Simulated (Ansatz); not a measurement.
**[Cl···H···OH], doublet: reading a ladder of total energies**

Geometry: a point of a hydrogen-transfer path between rigid fragments, not a stationary point.

| atom | x (Å) | y (Å) | z (Å) |
| --- | --- | --- | --- |
| Cl | -1.9710 | 0.2350 | 0.0000 |
| H | -0.0870 | 0.2350 | 0.0000 |
| O | 0.9030 | 0.2350 | 0.0000 |
| H | 1.1549 | -0.7050 | 0.0000 |

Basis cc-pVDZ; Ansatz 0.2.0. Only valence electrons are correlated (noble-gas cores frozen), which leaves 15 electrons in 36 orbitals. Prefix R: restricted or restricted open-shell reference; prefix U: unrestricted.

Full CI isn't at hand for all of this; UCCSDT(Q) serves as the reference, and is uncertain by about the last step of the cluster series.

Runs differ by some tens of microhartree through their thresholds and, for an open shell, their frozen cores, so steps under 0.03 kcal/mol mean nothing.

```tsv
level	total energy (hartree)
UHF	-535.479941
UMP2	-535.797821
UCCSD	-535.823450
UCCSD(T)	-535.828349
UCCSDT	-535.828776
UCCSDT(Q)	-535.829469
```

What is the correlation energy at UCCSDT(Q), and what share of it do UMP2 and UCCSD recover?

E(corr) = -535.829469 − (-535.479941) = -0.349528 hartree = -9.511 eV. UMP2: -0.317880 / -0.349528 = 90.95 %. UCCSD: -0.343509 / -0.349528 = 98.28 %.

By how many kcal/mol does UCCSD(T) miss UCCSDT(Q) (1 hartree = 627.509 kcal/mol), and which steps make up the rest?

-535.828349 − (-535.829469) = 0.001120 hartree = 0.70 kcal/mol. Steps: UCCSDT − UCCSD(T) = -0.27, UCCSDT(Q) − UCCSDT = -0.43 kcal/mol. That is within 1 kcal/mol of the reference in this basis, which itself misses far more of the correlation at the basis-set limit.
